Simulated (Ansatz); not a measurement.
Two isomers of C6H12: A = `C1CCCCC1`, B = `C/C=C/CCC`.

Gas-phase electronic energies from Ansatz, PBE0-D4/def2-TZVP geometries. CBS: MP2 limit from def2 TZ/QZ plus the TZ coupled-cluster correction, frozen cores. Functionals use def2-TZVPP. B3LYP here is the variant with VWN-RPA as its local correlation; programs differ in this. One conformer a species, not always the lowest.

A:

```xyz
18

C     0.638    1.108    0.641
C     0.124   -0.091    1.422
C    -1.121   -0.683    0.751
C    -1.096   -0.498   -0.771
C     0.333   -0.517   -1.292
C     1.123    0.681   -0.750
H    -0.172    1.841    0.546
H     1.441    1.614    1.182
H     0.918   -0.846    1.471
H    -0.098    0.182    2.457
H    -1.194   -1.748    0.994
H    -2.022   -0.214    1.160
H    -1.557    0.459   -1.040
H    -1.700   -1.271   -1.256
H     0.351   -0.519   -2.385
H     0.810   -1.452   -0.979
H     2.187    0.427   -0.710
H     1.037    1.525   -1.441
```

B:

Z-matrix (Å, degrees):
```
C
C 1 1.490
H 1 1.095 2 111.2
H 1 1.092 2 111.4 3 120.7
H 1 1.095 2 111.2 3 -118.6
C 2 1.327 1 125.2 3 -120.2
H 2 1.090 1 116.5 3 59.6
C 6 1.492 2 125.4 1 -179.7
H 6 1.091 2 118.5 1 -0.5
C 8 1.529 6 113.1 2 118.6
H 8 1.097 6 109.2 2 -120.4
H 8 1.096 6 109.5 2 -3.9
C 10 1.518 8 113.2 6 -65.0
H 10 1.096 8 109.0 6 57.4
H 10 1.095 8 108.8 6 172.7
H 13 1.092 10 111.2 8 59.3
H 13 1.092 10 111.4 8 179.8
H 13 1.094 10 110.9 8 -60.2
```

(1) Which isomer does CCSD(T)/CBS put lower? Give the gap. (An estimate is asked.)

(2) Give E(B) − E(A) in kcal/mol with B2PLYP, CCSD/def2-TZVPP, B3LYP-D4, PBE-D4, PBE0-D4, B3LYP, r2SCAN-D4. (An estimate is asked.)

Largest T1 diagnostic: 0.009.

## Answers

(1) The calculation gave: A, by 12.8 kcal/mol.

(2) Computed: B2PLYP 9.7, CCSD/def2-TZVPP 13.1, B3LYP-D4 9.2, PBE-D4 11.9, PBE0-D4 14.9, B3LYP 6.9, r2SCAN-D4 12.1. None reverses the order clearly.

From PBE to PBE0 (25 % exact exchange), in def2-TZVPP and without D4, E(B) − E(A) moves by +3.3 kcal/mol. The D4 term adds +2.3 kcal/mol with B3LYP and +1.1 kcal/mol with PBE0; it sums over pairs of atoms, weighted by their polarisabilities, and B3LYP, whose exchange is more repulsive, gets the larger term.
